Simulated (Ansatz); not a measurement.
System: PdS (P4₂/m, No. 84). Method: LDA in Ansatz (plane waves, PAW).

Settings: plane-wave cutoff 520 eV, 10×10×8 k mesh (along the axes of the cell as run), Fermi–Dirac smearing 0.05 eV, scalar-relativistic PAW data made under PBE.

Computed at the level's own relaxed cell.

Q: What does this level give for the lattice parameter c, band gap and equilibrium lattice constant a?

A: 
- lattice parameter c = 6.531 Å
- band gap = 0.05 eV (under three smearing widths, so not firm)
- equilibrium lattice constant a = 6.350 Å

Note: the run has no spin polarisation, so it can have missed a magnetic state; the bulk modulus comes from volumes at which shape and atoms were relaxed.

Spin–orbit coupling is not included; it can close the smallest gap of 0.05 eV.

Computed values are for the static lattice.

Ansatz is a first-principles code.
